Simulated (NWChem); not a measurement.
NWChem timings: HBS (SMILES B=S)

The species is HBS (3 atoms), meant as a singlet with charge 0. As SMILES, `B=S`. The shape is that of a GFN2-xTB optimisation.

```xyz
3

B    -0.0410   -0.0161    0.1425
S     0.3953    0.1465   -1.3797
H    -0.3543   -0.1304    1.2371
```

Program: NWChem 7.3.0. Hardware: 1 thread of Intel Xeon 6975P-C (Granite Rapids), shared host, so times are rough. Two-electron integrals are exact unless an approximation is named.

Problem. Estimate their order by wall time, quickest first.
A. excited states at TDA-HCTH/407/x2c-TZVPall (DKH2, SMD heptane), grid medium
B. an optimisation at BLYP-D2/4-31G (density fitting with weigend coulomb fitting), grid medium
C. gradient at M06/jorge-DZP-DKH (DKH3), grid medium

Solution. B (2.9 s), C (8.4 s), A (28 s).
